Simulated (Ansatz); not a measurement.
# N2O: the cost of one run

Program: Ansatz 0.2.0, driven from Python. Level of theory: PBE0+D3(BJ)/cc-pVDZ. These are calculated values, not measurements.

**1. Starting point**

Bond lengths: N1–N2 1.460 Å, N2–O3 1.424 Å. Angles: N1–N2–O3 180.0°.

The script holds or builds the structure itself.

**2. Script**

File freq.py:

```python
"""Harmonic frequencies of N2O at its relaxed geometry."""

import itertools
import logging
import sys

import ansatz as az
from ase import Atoms
from ase.data import atomic_numbers, covalent_radii
from ase.thermochemistry import IdealGasThermo
import numpy as np

logging.basicConfig(stream=sys.stdout, format="%(name)s: %(message)s")
logger = logging.getLogger("run")
logger.setLevel(logging.INFO)


def main() -> None:
    geometry_ang = [
        ("N", (1.4464, 0.068, 0.0)),
        ("N", (-0.012, -0.0006, 0.0)),
        ("O", (-1.4344, -0.0675, 0.0)),
    ]
    geometry = az.Crystal.molecule()
    for symbol, xyz in geometry_ang:
        geometry = geometry.atom(symbol, xyz)

    model = geometry.calculation().basis(gaussian="cc-pVDZ").functional("PBE0", dispersion="d3bj")
    symbols = [site.symbol for site in geometry.cartesian_sites]
    start = np.array([site.position_ang for site in geometry.cartesian_sites], dtype=float)
    data = model.relax(force_tolerance=0.003).run().report
    end = np.array(data["positions_ang"])

    # pairs closer than 1.2 times the sum of covalent radii, before or after
    radius = [covalent_radii[atomic_numbers[s]] for s in symbols]
    span = lambda where, i, j: np.linalg.norm(where[i] - where[j])
    bonded = [(i, j) for i, j in itertools.combinations(range(len(symbols)), 2) if min(span(start, i, j), span(end, i, j)) < 1.2 * (radius[i] + radius[j])]
    logger.info("pair        before    after (A)")
    for i, j in bonded:
        print(f"{symbols[i]}{i}-{symbols[j]}{j}".ljust(10), f"{span(start, i, j):8.4f} {span(end, i, j):8.4f}")
    for first, second in list(itertools.combinations(bonded, 2)):
        shared = set(first) & set(second)
        if shared and symbols[(j := shared.pop())] != "H":
            i, k = sorted((set(first) | set(second)) - {j})
            u, v = end[i] - end[j], end[k] - end[j]
            angle = np.degrees(np.arccos(np.clip(u @ v / np.linalg.norm(u) / np.linalg.norm(v), -1, 1)))
            logger.info(f"final angle {symbols[i]}{i}-{symbols[j]}{j}-{symbols[k]}{k}: {angle:.2f} deg")

    # frequencies need a stationary point, so they are taken at the relaxed geometry
    minimum = az.Crystal.molecule()
    for symbol, place in zip(symbols, end):
        minimum = minimum.atom(symbol, place.tolist())
    vibrating = (
        minimum.calculation()
        .basis(gaussian="cc-pVDZ")  # the orbital basis, by name
        .functional("PBE0", dispersion="d3bj")
        .phonons(temperatures=(200, 600, 100))
    )
    vib = vibrating.run().report["vibrations"]
    sums = vib["harmonic_sums"]
    modes = [m["omega_inv_cm"] for m in sums["modes_at_gamma"] if m["rigid_motion"] == "no"]
    print("frequencies (1/cm):", " ".join(f"{w:.0f}" for w in modes))
    print("imaginary modes:", sum(w < 0 for w in modes), " zero-point energy:", round(sums["zero_point_energy_ev"], 4), "eV")
    # rigid rotor and ideal gas, symmetry number taken as one
    gas = IdealGasThermo(vib_energies=[w / 8065.544 for w in modes if w > 0], geometry="linear" if len(modes) == 3 * len(symbols) - 5 else "nonlinear",
                         atoms=Atoms(symbols, positions=end), symmetrynumber=1, spin=0.0)
    logger.info(f"H(298 K) - E = {gas.get_enthalpy(298.15, verbose=False):.4f} eV")
    logger.info(f"S(298 K, 1 bar) = {96485.33 * gas.get_entropy(298.15, 1e5, verbose=False):.1f} J/(mol K) with symmetry number 1")


if __name__ == "__main__":
    main()
```

**3. Launch**

Launch:

```
> python freq.py
```

What time and memory should one allow on 1 thread of Arm Neoverse V1, shared host?

About 15 s, with a peak of 0.21 GiB.
